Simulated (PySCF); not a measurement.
PySCF job for acetylene (C2H2), SMILES C#C, ωB97X-D3(BJ)/def2-TZVPD. 

```python
import numpy as np
from pyscf import gto, scf, dft
from pyscf.geomopt import geometric_solver

mol = gto.M(
    atom='''
    C     0.00000000    0.00000000   -0.59687778
    C     0.00000000    0.00000000    0.59687778
    H     0.00000000    0.00000000   -1.64660173
    H     0.00000000    0.00000000    1.64660173
    ''',
    basis='def2-TZVPD',
    charge=0,
    spin=0,
    max_memory=1600,
    verbose=3,
)
mf = dft.RKS(mol, xc='wb97x-d3bj').density_fit(auxbasis='def2-universal-jkfit')
mf.grids.level = 3
mf.conv_tol = 1e-9
mf.max_cycle = 100
mf.kernel()
grad = mf.nuc_grad_method()
grad.grid_response = mol.nao <= 150
conv, mol_eq = geometric_solver.kernel(grad, convergence_set='GAU_TIGHT', maxsteps=100)
print(mol_eq.tostring(format='xyz'))
mf.reset(mol_eq)
mf.kernel()
```

It prints:

```
converged SCF energy = -77.3921343206311
[banner and settings of the optimiser left out]
Geometry optimization cycle 1
Cartesian coordinates (Angstrom)
 Atom        New coordinates             dX        dY        dZ
   C   0.000000   0.000000  -0.596878    0.000000  0.000000  0.000000
   C   0.000000   0.000000   0.596878    0.000000  0.000000  0.000000
   H   0.000000   0.000000  -1.646602    0.000000  0.000000  0.000000
   H   0.000000   0.000000   1.646602    0.000000  0.000000  0.000000

WARN: Mole.unit (angstrom) is changed to Bohr

converged SCF energy = -77.3921343206316
--------------- DFRKS_Scanner gradients ---------------
         x                y                z
0 C    -0.0000000000     0.0000000000    -0.0078697647
1 C     0.0000000000    -0.0000000000     0.0078697666
2 H    -0.0000000000     0.0000000000     0.0133761887
3 H    -0.0000000000     0.0000000000    -0.0133761887
----------------------------------------------
cycle 1: E = -77.3921343206  dE = -77.3921  norm(grad) = 0.0219479
Step    0 : Gradient = 1.097e-02/1.338e-02 (rms/max) Energy = -77.3921343206
Hessian Eigenvalues: 5.00000e-02 5.00000e-02 5.00000e-02 ... 3.99149e-01 3.99149e-01 1.08024e+00

Geometry optimization cycle 2
Cartesian coordinates (Angstrom)
 Atom        New coordinates             dX        dY        dZ
   C   0.000000  -0.000000  -0.598227    0.000000 -0.000000 -0.001349
   C  -0.000000   0.000000   0.598226   -0.000000  0.000000  0.001349
   H   0.000000  -0.000000  -1.665684    0.000000 -0.000000 -0.019082
   H  -0.000000   0.000000   1.665684   -0.000000  0.000000  0.019082
converged SCF energy = -77.3925548061946
--------------- DFRKS_Scanner gradients ---------------
         x                y                z
0 C    -0.0000000000     0.0000000000     0.0009768214
1 C    -0.0000000000     0.0000000000    -0.0009768236
2 H     0.0000000000    -0.0000000000    -0.0010091251
3 H     0.0000000000    -0.0000000000     0.0010091259
----------------------------------------------
cycle 2: E = -77.3925548062  dE = -0.000420486  norm(grad) = 0.00198621
Step    1 : Displace = 1.353e-02/1.908e-02 (rms/max) Trust = 1.000e-01 (=) Grad = 9.931e-04/1.009e-03 (rms/max) E (change) = -77.3925548062 (-4.205e-04) Quality = 0.910
Hessian Eigenvalues: 5.00000e-02 5.00000e-02 5.00000e-02 ... 3.99149e-01 4.29166e-01 1.07836e+00

Geometry optimization cycle 3
Cartesian coordinates (Angstrom)
 Atom        New coordinates             dX        dY        dZ
   C   0.000000  -0.000000  -0.598219    0.000000 -0.000000  0.000007
   C  -0.000000   0.000000   0.598219    0.000000 -0.000000 -0.000007
   H   0.000000  -0.000000  -1.664433   -0.000000  0.000000  0.001251
   H  -0.000000   0.000000   1.664433   -0.000000  0.000000 -0.001251
converged SCF energy = -77.3925572843131
--------------- DFRKS_Scanner gradients ---------------
         x                y                z
0 C     0.0000000000    -0.0000000000     0.0000153655
1 C    -0.0000000000     0.0000000000    -0.0000153699
2 H     0.0000000000     0.0000000000    -0.0000432717
3 H     0.0000000000    -0.0000000000     0.0000432715
----------------------------------------------
cycle 3: E = -77.3925572843  dE = -2.47812e-06  norm(grad) = 6.49399e-05
Step    2 : Displace = 8.849e-04/1.251e-03 (rms/max) Trust = 1.414e-01 (+) Grad = 3.247e-05/4.327e-05 (rms/max) E (change) = -77.3925572843 (-2.478e-06) Quality = 1.044
Hessian Eigenvalues: 5.00000e-02 5.00000e-02 5.00000e-02 ... 3.99149e-01 4.10748e-01 1.07823e+00

Geometry optimization cycle 4
Cartesian coordinates (Angstrom)
 Atom        New coordinates             dX        dY        dZ
   C   0.000000  -0.000000  -0.598212    0.000000  0.000000  0.000007
   C  -0.000000   0.000000   0.598212    0.000000 -0.000000 -0.000007
   H   0.000000  -0.000000  -1.664370   -0.000000  0.000000  0.000063
   H  -0.000000   0.000000   1.664370   -0.000000  0.000000 -0.000063
converged SCF energy = -77.3925572892083
--------------- DFRKS_Scanner gradients ---------------
         x                y                z
0 C     0.0000000000    -0.0000000000     0.0000017091
1 C    -0.0000000000     0.0000000000    -0.0000017095
2 H    -0.0000000000     0.0000000000    -0.0000001230
3 H     0.0000000000    -0.0000000000     0.0000001177
----------------------------------------------
cycle 4: E = -77.3925572892  dE = -4.89524e-09  norm(grad) = 2.42326e-06
Step    3 : Displace = 4.486e-05/6.304e-05 (rms/max) Trust = 2.000e-01 (+) Grad = 1.212e-06/1.709e-06 (rms/max) E (change) = -77.3925572892 (-4.895e-09) Quality = 0.989
Hessian Eigenvalues: 5.00000e-02 5.00000e-02 5.00000e-02 ... 3.99149e-01 4.08069e-01 1.08721e+00

Geometry optimization cycle 5
Cartesian coordinates (Angstrom)
 Atom        New coordinates             dX        dY        dZ
   C   0.000000  -0.000000  -0.598212   -0.000000  0.000000 -0.000000
   C  -0.000000   0.000000   0.598213    0.000000 -0.000000  0.000000
   H   0.000000  -0.000000  -1.664370   -0.000000  0.000000 -0.000000
   H  -0.000000   0.000000   1.664370    0.000000 -0.000000  0.000000
converged SCF energy = -77.3925572892188
--------------- DFRKS_Scanner gradients ---------------
         x                y                z
0 C     0.0000000000    -0.0000000000     0.0000016299
1 C    -0.0000000000    -0.0000000000    -0.0000016322
2 H    -0.0000000000    -0.0000000000     0.0000002032
3 H     0.0000000000     0.0000000000    -0.0000002026
----------------------------------------------
cycle 5: E = -77.3925572892  dE = -1.0445e-11  norm(grad) = 2.32446e-06
Step    4 : Displace = 3.178e-07/3.877e-07 (rms/max) Trust = 2.828e-01 (+) Grad = 1.162e-06/1.632e-06 (rms/max) E (change) = -77.3925572892 (-1.044e-11) Quality = 8.720
Hessian Eigenvalues: 5.00000e-02 5.00000e-02 5.00000e-02 ... 3.99149e-01 4.08069e-01 1.08721e+00
Converged! =D

4
XYZ from PySCF
C           0.00000000       -0.00000000       -0.59821245
C          -0.00000000        0.00000000        0.59821265
H           0.00000000       -0.00000000       -1.66436970
H          -0.00000000        0.00000000        1.66436990
converged SCF energy = -77.392557289219
```

The run converged.

Cost: around 18 core-seconds (rough).
